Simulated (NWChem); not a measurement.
Molecule: SiH4; SMILES [SiH4]

All runs: NWChem. Coordinates come from a PBE0-D3(BJ)/def2-TZVP optimisation. Solvent water, SMD (1 M gas to 1 M solution), gas-phase geometry. Reactions with the solvent are ignored.

Question: What does the run give for M06-2X/STO-3G? Quantities: solvation free energy (kcal/mol); cavity-dispersion-structure term (kcal/mol).

Answer: 
```yaml
solvation free energy (kcal/mol): 2.1
cavity-dispersion-structure term (kcal/mol): 2.2
```
